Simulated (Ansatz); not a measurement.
# CH₃AlN radical (SMILES [CH]=[N][AlH2]): single points off equilibrium

One table from this session's results is given with a row withheld; the runs are named, their logs left out.

Computed with Ansatz 0.2.0, Gaussian basis. Level: single points in def2-TZVPP.

Correlated methods freeze the cores. Orbitals are unrestricted.

### The starting structure

SMILES `[CH]=[N][AlH2]`, 6 atoms, charge 0, spin multiplicity 2.

Atoms are counted from 1 here; the program's logs count them from 0.

Bond lengths: C1–N2 1.244 Å, C1–H4 1.147 Å, N2–Al3 1.818 Å, Al3–H5 1.584 Å, Al3–H6 1.522 Å. Angles: N2–C1–H4 125.5°, C1–N2–Al3 176.4°, N2–Al3–H5 119.7°, N2–Al3–H6 120.5°, H5–Al3–H6 119.9°.

As a file:

```
C     0.6309   -1.7553    0.3504
N     0.2419   -0.5875    0.1728
Al   -0.2741    1.1483    0.0121
H     0.3454   -2.6588   -0.2960
H    -1.1806    1.5864   -1.2102
H     0.1797    2.1858    1.0297
```

Set-up of the first run:

Contents of run/in.yaml:

```yaml
crystal:
  periodic: [false, false, false]
  atoms:
    - {symbol: C, position_ang: [0.630900, -1.755300, 0.350400]}
    - {symbol: N, position_ang: [0.241900, -0.587500, 0.172800]}
    - {symbol: Al, position_ang: [-0.274100, 1.148300, 0.012100]}
    - {symbol: H, position_ang: [0.345400, -2.658800, -0.296000]}
    - {symbol: H, position_ang: [-1.180600, 1.586400, -1.210200]}
    - {symbol: H, position_ang: [0.179700, 2.185800, 1.029700]}
basis:
  gaussian: {orbitals: def2-TZVPP}
magnetization: {spin_polarized: true, initial_magnetization: 1}
correlation: {method: ccsd_t}
scf: {omitted_lower_state_checks: [cluster_reference]}
output: {forces: true}
```

The command line of these runs was not kept.

Steps of the session up to this table: CCSD(T)/def2-TZVPP; PBE0-D4/def2-TZVPP; wB97M-V/def2-TZVPP; r2SCAN-D4/def2-TZVPP; PBE-D4/def2-TZVPP; wB97X-V/def2-TZVPP; SPW92/def2-TZVPP.

One of the session's tables, all rows but one given; the rest of the session is left out.

| method | RMS force component (eV/Å) | angle to CCSD(T) forces (°) | dipole (D) |
| --- | --- | --- | --- |
| CCSD(T) | 0.481 | reference | 1.06 |
| PBE0-D4 | ? | ? | ? |
| wB97M-V | 0.713 | 23.6 | 1.03 |
| r2SCAN-D4 | 0.625 | 17.4 | 0.98 |
| PBE-D4 | 0.503 | 14.9 | 1.05 |
| wB97X-V | 0.684 | 19.3 | 1.02 |
| SPW92 | 0.659 | 23.3 | 1.09 |

Q: Estimate the row for PBE0-D4 from the others.

The run gave: RMS force component (eV/Å): 0.725; angle to CCSD(T) forces (°): 20.4; dipole (D): 1.01. In the column «RMS force component (eV/Å)» it is the highest.
